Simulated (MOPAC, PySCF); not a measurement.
H$_{4}$Si, SMILES `[SiH4]`, neutral singlet in the gas phase. 

Cartesian coordinates (Å):
```xyz
5

Si     0.0000     0.0000     0.0000
H     -0.3768     1.0961    -0.9208
H      1.1699    -0.7235    -0.5468
H     -1.1370    -0.9370     0.1431
H      0.3438     0.5645     1.3245
```
Charge 0, spin multiplicity 1.

All levels are single points at this geometry (B3LYP-D3(BJ)/def2-TZVP); Pople sets use spherical d functions. Orbital energies aren't observables, and empty levels follow the basis.

```tsv
level	HOMO (eV)	LUMO (eV)	gap (eV)	dipole (D)	vertical IE, Delta-SCF (eV)
B3LYP-D3(BJ)/def2-TZVP in PySCF	-9.67	0.85	10.52	0.00	–
PBE-D3(BJ)/def2-TZVP in PySCF	-8.52	0.25	8.76	0.00	–
B3LYP/6-311+G** in PySCF	-9.67	0.09	9.77	0.00	–
B3LYP/6-31G* in PySCF	-9.62	1.41	11.03	0.00	12.50
B3LYP/LANL2DZ in PySCF	-9.80	1.74	11.54	0.00	–
BP86/6-31G* in PySCF	-8.60	0.75	9.35	0.00	–
PBE/6-31G* in PySCF	-8.48	0.77	9.25	0.00	12.18
SVWN5/6-31G* in PySCF	-8.47	0.64	9.11	0.00	–
HF/3-21G in PySCF	-13.19	5.02	18.21	0.00	–
HF/STO-3G in PySCF	-11.47	14.16	25.63	0.00	–
AM1 in MOPAC	-12.30	1.59	13.89	0.00	–
PM3 in MOPAC	-11.80	0.64	12.44	0.00	–
PM7 in MOPAC	-12.47	2.49	14.96	0.00	–
```
